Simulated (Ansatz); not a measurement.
Input file:

```yaml
crystal:
  periodic: [false, false, false]
  atoms:
    - {symbol: Li, position_ang: [0.000000, 0.000000, 5.750988]}
    - {symbol: Mg, position_ang: [0.000000, 0.000000, -0.819226]}
    - {symbol: H, position_ang: [0.000000, 0.000000, -4.931762]}
basis:
  gaussian: {orbitals: cc-pVTZ}
magnetization: {spin_polarized: false}
correlation: {method: bccd_t, electrons: outside_noble_gas}
```

```sh
$ ansatz run in.yaml --threads 1 --pin off --events-out ev --progress --plain --max-ram 2393MiB
```

**Question.** Roughly how long does this take on 1 thread of Intel Xeon, shared host, and how much host memory?

**Answer.** 5.5 s wall and 0.22 GiB.

```
421 factors; integrals over basis functions are off by at most 1.1e-3 eV
mean field evaluation 1: about -5642.3836 eV, gradient 1.0e1 eV
mean field evaluation 2: about -5642.3881 eV, gradient 1.0e1 eV
mean field evaluation 4: about -5642.5293 eV, gradient 9.9e0 eV
mean field evaluation 8: about -5643.5050 eV, gradient 7.4e0 eV
mean field evaluation 16: about -5644.1935 eV, gradient 2.2e-1 eV
mean field evaluation 32: about -5644.1600 eV, gradient 1.3e0 eV
mean field evaluation 64: about -5638.4724 eV, gradient 2.4e-6 eV
mean field evaluation 96: about -5644.1687 eV, gradient 2.0e0 eV
mean field evaluation 128: about -5637.9863 eV, gradient 4.9e0 eV
mean field evaluation 160: about -5635.9977 eV, gradient 2.5e-2 eV
...
mean field -5644.19413598 eV, -207.4203087251 hartree, gradient 3.7e-6 eV, S^2 0.000000; 8 other end points of the search recorded, 0 dependent functions left out; unrestricted orbitals would lower it
...
determinant -5644.19413598 eV, -207.4203087251 hartree, with singles and doubles -5647.32012276 eV, -207.5351866202 hartree
determinant -5643.99953392 eV, -207.4131572311 hartree, with singles and doubles -5647.19716508 eV, -207.5306680088 hartree
determinant -5643.79150438 eV, -207.4055122868 hartree, with singles and doubles -5645.20329150 eV, -207.4573945064 hartree
determinant -5638.47239744 eV, -207.2100387119 hartree, with no singles and doubles
...
unrestricted determinant -5647.60499305 eV, -207.5456554105 hartree, S^2 1.0080
6 core orbitals not correlated: weight in the atoms' cores, before any rotation towards them, 1.000 or more for the frozen orbitals, at most 0.000 for the correlated occupied ones
reference -5644.19413598 eV, -207.4203087251 hartree; 2, 2 occupied and 70, 70 virtual orbitals, 421 factors
second order -2.83476466 eV of doubles, -0.00000000 eV of singles
...
cycle  19  -4.32389972 eV  change    4.3e-5 eV  update   1.3e-4
cycle  20  -4.32399380 eV  change   -9.4e-5 eV  update   6.3e-5
cycle  21  -4.32413164 eV  change   -1.4e-4 eV  update   3.6e-5
cycle  22  -4.32410297 eV  change    2.9e-5 eV  update   1.5e-5
cycle  23  -4.32411517 eV  change   -1.2e-5 eV  update   6.6e-6
cycle  24  -4.32410828 eV  change    6.9e-6 eV  update   3.3e-6
cycle  25  -4.32411054 eV  change   -2.3e-6 eV  update   1.9e-6
cycle  26  -4.32411132 eV  change   -7.8e-7 eV  update   9.9e-7
cycle  27  -4.32410496 eV  change    6.4e-6 eV  update   1.0e-6
cycle  28  -4.32410352 eV  change    1.4e-6 eV  update   6.3e-7
perturbative correction -0.02990407 eV, -0.0010989543 hartree
WARN: these amplitudes may be one of several solutions (largest doubles amplitude 0.96, level shift 4.61 eV)
Total energy: -5648.54814357 eV, -207.5803155529 hartree
```

The singles that turn the determinant into the Brueckner one have T1 = 0.253, so far that the spin and state of the result can't be checked.
